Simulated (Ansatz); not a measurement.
Coupled-cluster run, CH3ClMg (`[CH3][Mg][Cl]`).

```yaml
crystal:
  periodic: [false, false, false]
  atoms:
    - {symbol: C, position_ang: [-0.560262, 0.484291, -0.412031]}
    - {symbol: Mg, position_ang: [0.811577, -0.712725, 0.565761]}
    - {symbol: Cl, position_ang: [2.267213, -1.982714, 1.603332]}
    - {symbol: H, position_ang: [-1.418482, -0.095939, -0.762880]}
    - {symbol: H, position_ang: [-0.115280, 0.971640, -1.284262]}
    - {symbol: H, position_ang: [-0.942765, 1.271549, 0.243880]}
basis:
  gaussian: {orbitals: def2-TZVPP}
correlation: {method: ccsd_t}
output: {orbitals: {seedname: orbitals}}
```

```sh
$ ansatz run in.yaml --threads 4 --pin off --events-out ev --progress --plain --max-ram 10444MiB
```

The program prints (abridged):

```
Functional definition: HF
937 factors; integrals over basis functions are off by at most 8.8e-4 eV
mean field evaluation 1: about -19013.8224 eV, gradient 2.8e1 eV
mean field evaluation 2: about -19013.8647 eV, gradient 2.9e1 eV
mean field evaluation 4: about -19015.9741 eV, gradient 2.0e0 eV
mean field evaluation 8: about -19015.9969 eV, gradient 1.8e-1 eV
mean field -19015.99706166 eV, -698.8250025101 hartree, gradient 2.5e-6 eV, S^2 0.000000; 0 other end points of the search recorded, 0 dependent functions left out
7 core orbitals not correlated: weight in the atoms' cores, before any rotation towards them, 1.000 or more for the frozen orbitals, at most 0.000 for the correlated occupied ones
reference -19015.99706166 eV, -698.8250025101 hartree; 12, 12 occupied and 128, 128 virtual orbitals, 937 factors
second order -15.54576539 eV of doubles, -0.00000000 eV of singles
cycle   1  -16.26084424 eV  change   -7.2e-1 eV  update   6.2e-2
cycle   2  -16.53592856 eV  change   -2.8e-1 eV  update   1.8e-2
cycle   3  -16.57184901 eV  change   -3.6e-2 eV  update   7.4e-3
cycle   4  -16.56875383 eV  change    3.1e-3 eV  update   2.3e-3
cycle   5  -16.56822091 eV  change    5.3e-4 eV  update   9.6e-4
cycle   6  -16.56826298 eV  change   -4.2e-5 eV  update   3.0e-4
cycle   7  -16.56824183 eV  change    2.1e-5 eV  update   9.3e-5
cycle   8  -16.56824978 eV  change   -8.0e-6 eV  update   3.5e-5
cycle   9  -16.56824736 eV  change    2.4e-6 eV  update   1.1e-5
perturbative correction -0.49643934 eV, -0.0182438091 hartree
Total energy: -19033.06174835 eV, -699.4521181792 hartree
```

It took 8 s on 4 threads of an Arm Neoverse V2 on a shared host, with 0.99 GiB of host memory at the peak.

Correlation energy per correlated electron: -0.711 eV. T1 diagnostic: 0.0072.
